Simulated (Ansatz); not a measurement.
# Si2H5 (doublet): the correlation ladder at distance Si1–H5 along a hydrogen transfer = 1.607 Å, cc-pVDZ

The task here is to estimate one member of a computed series from the others.

The runs use Ansatz 0.2.0, Gaussian basis; cc-pVDZ, core rule «outside noble gas», up to 10 orbitals frozen.

Plan: UHF; CCSD(T) on ROHF; CCSD(T) on UHF; BCCD(T) on ROHF; CISD; CCSDT(Q) on ROHF; CCSDT(Q) on UHF; CASSCF and MRCISD+Q, 3 electrons in 3 orbitals; CASSCF and NEVPT2, 3 electrons in 3 orbitals.

### The system

The geometry derives from fragments relaxed apart (PBE0/def2-TZVP) and kept rigid, so it is no stationary point. A hydrogen atom is moved between rigid fragments.

7 atoms, charge 0, spin multiplicity 2.

Atoms are counted from 1 here; the program's logs count them from 0.

Bond lengths: Si1–H2 1.485 Å, Si1–H3 1.485 Å, Si1–H4 1.485 Å, Si1–H5 1.607 Å, Si6–H7 1.532 Å. Angles: H2–Si1–H3 109.5°, H2–Si1–H4 109.5°, H2–Si1–H5 109.5°, H3–Si1–H4 109.5°, H3–Si1–H5 109.5°, H4–Si1–H5 109.5°.

As a file:

```xyz
7

Si   -1.8071    0.0244    0.0000
H    -2.3020    1.4241    0.0000
H    -2.3019   -0.6755    1.2122
H    -2.3020   -0.6755   -1.2122
H    -0.2001    0.0244    0.0000
Si    1.9769    0.0244    0.0000
H     2.3734   -1.4552    0.0000
```

Set-up of the first run:

in.yaml

```yaml
crystal:
  periodic: [false, false, false]
  atoms:
    - {symbol: Si, position_ang: [-1.807078, 0.024363, 0.000001]}
    - {symbol: H, position_ang: [-2.301950, 1.424071, 0.000001]}
    - {symbol: H, position_ang: [-2.301949, -0.675491, 1.212183]}
    - {symbol: H, position_ang: [-2.301950, -0.675491, -1.212182]}
    - {symbol: H, position_ang: [-0.200078, 0.024363, 0.000000]}
    - {symbol: Si, position_ang: [1.976922, 0.024363, -0.000001]}
    - {symbol: H, position_ang: [2.373356, -1.455151, -0.000001]}
basis:
  gaussian: {orbitals: cc-pVDZ}
magnetization: {spin_polarized: true, initial_magnetization: 1}
hamiltonian: {xc: hf}
output: {orbitals: {seedname: orbitals}}
```

Command:

```sh
$ ansatz run in.yaml --threads 1 --pin off --events-out ev --progress --plain --max-ram 4096MiB --backend cpu
```

Steps of the session up to this table: UHF; CCSD(T) on ROHF; CCSD(T) on UHF; BCCD(T) on ROHF; CISD; CCSDT(Q) on ROHF; CCSDT(Q) on UHF; CASSCF and MRCISD+Q, 3 electrons in 3 orbitals; CASSCF and NEVPT2, 3 electrons in 3 orbitals.

One table of the session follows, with a row left open; its other results are not shown here.

It belongs to the step «Misses and costs». 

| method | from UCCSDT(Q) (kJ/mol) |
| --- | --- |
| ROHF | +660.4 |
| UHF | +649.0 |
| RMP2 | +157.6 |
| UMP2 | +159.3 |
| CISD | +81.1 |
| RCCSD | +17.3 |
| UCCSD | +17.0 |
| RCCSD(T) | +3.8 |
| UCCSD(T) | +3.8 |
| BCCD(T) | +3.8 |
| RCCSDT | +0.5 |
| UCCSDT | ? |
| RCCSDT(Q) | 0.0 |
| UCCSDT(Q) | 0 |
| CASSCF pair | +618.8 |
| NEVPT2 pair | +154.7 |

Q: Estimate the row for UCCSDT from the others.

As computed: from UCCSDT(Q) (kJ/mol): +0.4. In the column «from UCCSDT(Q) (kJ/mol)» it lies between UCCSDT(Q) (0) and RCCSDT (+0.5).

Caveats from the session: Restricted and unrestricted rows rest on different reference determinants; where their highest levels disagree by more than a few hundredths of an eV, they describe different states and don't form one ladder. Warnings in the runs' records: passed over end.
